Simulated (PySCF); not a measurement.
**Core-level binding energies of `CCS(=O)(=O)O`**

C2H6O3S.
Atom-mapped SMILES: `[CH3:1][CH2:2][S:3](=[O:4])(=[O:5])[OH:6]`

Computed with delta-SCF UKS SCAN, pcX-2 on the ionised atom, pcseg-1 elsewhere, spin-free X2C in PySCF 2.14.0. Vertical ΔSCF values, vacuum level as zero.

Give the core binding energies atom by atom.

```json
{"atom(s)": "C1", "bonded to": "C and 3 H", "level": "C 1s", "binding energy (eV)": "291.49", "above the level's lowest (eV)": "0.00", "count": "1"}
{"atom(s)": "C2", "bonded to": "S, C and 2 H", "level": "C 1s", "binding energy (eV)": "292.09", "above the level's lowest (eV)": "+0.60", "count": "1"}
{"atom(s)": "S3", "bonded to": "2 O (double bond), O and C", "level": "S 1s", "binding energy (eV)": "2483.77", "above the level's lowest (eV)": "0.00", "count": "1"}
{"atom(s)": "O4/O5", "bonded to": "S (double bond)", "level": "O 1s", "binding energy (eV)": "538.14", "above the level's lowest (eV)": "0.00", "count": "2"}
{"atom(s)": "O6", "bonded to": "S and H", "level": "O 1s", "binding energy (eV)": "539.97", "above the level's lowest (eV)": "+1.83", "count": "1"}
```

Lowest listed C 1s: C1, bonded to C and 3 H. Highest, 0.60 eV above it: C2, bonded to S, C and 2 H. Summing the Pauling electronegativity differences to the bonded atoms, each weighted by its formal bond order, gives -1.05 for the lowest site and -0.67 for the highest.

Lowest listed O 1s: O4/O5, bonded to S (double bond). Highest, 1.83 eV above it: O6, bonded to S and H. Summing the Pauling electronegativity differences to the bonded atoms, each weighted by its formal bond order, gives -1.72 for the lowest site and -2.10 for the highest; the largest sum, -1.72, belongs to O4/O5, 1.83 eV below the top. The smallest sum, -2.10, belongs to O6, 1.83 eV above the lowest.

Which photon energy gives electrons from S 1s of S3 a kinetic energy of 200 eV, and what is their de Broglie wavelength?

hν = 2483.77 + 200 = 2683.77 eV, recoil neglected; λ = 12.264 Å/√(E/eV) = 0.87 Å.

Which photon wavelength matches the S 1s of S3 threshold?

λ = hc/E = 12398.42 eV Å / 2483.77 eV = 4.992 Å.

One atom of each set of topologically equivalent atoms was ionised and stands for the set; in this conformer not all members are related by symmetry, and their own values weren't computed. Not every level is listed. Isolated species at its PBE0-D3(BJ)/def2-SVP geometry (one conformer only).

Conformer computed: `[CH3:1][CH2:2][S:3](=[O:4])(=[O:5])[OH:6]`: C1–C2–S3–O4 -46°, H–O6–S3–C2 111°.
